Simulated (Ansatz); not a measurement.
A first try at an active-space calculation of H₃Si (charge +1), SMILES [SiH3+], using the Python package of Ansatz (0.2.0).

`cas_h3si.py`
```python
import ansatz as az

config = {
    'basis': 'def2-SVP',
    'charge': 1,
}

GEOMETRY = '''
Si    0.00831   -0.00063   -0.00475
H     0.68079    0.67248    1.10921
H    -0.12064   -1.45991   -0.00836
H    -0.56846    0.78806   -1.09610
'''


def main() -> None:
    geometry = az.Crystal.molecule()
    for line in GEOMETRY.strip().splitlines():
        symbol, *xyz = line.split()
        geometry = geometry.atom(symbol, [float(v) for v in xyz])

    model = (
        geometry
        .basis(gaussian=config['basis'])
        .charge(config['charge'])
        .correlation(active_electrons=4, active_orbitals=4)
    )
    for method in ['sc_nevpt2']:
        summary = (model if method is None else model.correlation(method)).run(threads=1, backend='cpu').report
        space = summary['configurations']
        state = space['states'][0]
        print(method or 'casscf', f'total {summary["free_energy_ev"] / 27.211386246:.6f} Ha, active-space state {state["energy"]["hartree"]:.6f} Ha, mean field {summary["reference_energy_ev"] / 27.211386246:.6f} Ha')
        print('  determinants', state['n_determinants'], ' natural occupations', [round(n, 3) for n in space['natural_occupations']])
    print('effectively unpaired electrons, sum of min(n, 2 - n):', round(sum(min(n, 2 - n) for n in space['natural_occupations']), 3))


if __name__ == '__main__':
    main()
```

```console
$ python cas_h3si.py
Traceback (most recent call last):
  File "cas_h3si.py", line 38, in <module>
    main()
    ~~~~^^
  File "cas_h3si.py", line 24, in main
    .basis(gaussian=config['basis'])
     ^^^^^
AttributeError: 'Crystal' object has no attribute 'basis'
$ echo $?
1
```

What is wrong, and how is it mended?

The fault: settings are called on the crystal, without .calculation(). The change:

```diff
--- before
+++ after
@@ -22,3 +22,3 @@
     model = (
-        geometry
+        geometry.calculation()
         .basis(gaussian=config['basis'])
```

With that change:

```console
$ python cas_h3si.py
sc_nevpt2 total -290.339090 Ha, active-space state -290.283352 Ha, mean field -290.254616 Ha
  determinants 36  natural occupations [1.983, 1.976, 0.026, 0.015]
effectively unpaired electrons, sum of min(n, 2 - n): 0.083
```

Notes:
- Total energies depend on the basis set; only differences at equal settings carry meaning.
- The geometry is a force-field or estimated start, not a minimum of this method, and the basis set is short of its limit. The active space starts as a window about the frontier orbitals and is then optimised, not chosen by chemistry.
- Timing: 1.2 s on 1 thread of Arm Neoverse N1 (shared host), peak memory 0.13 GiB.
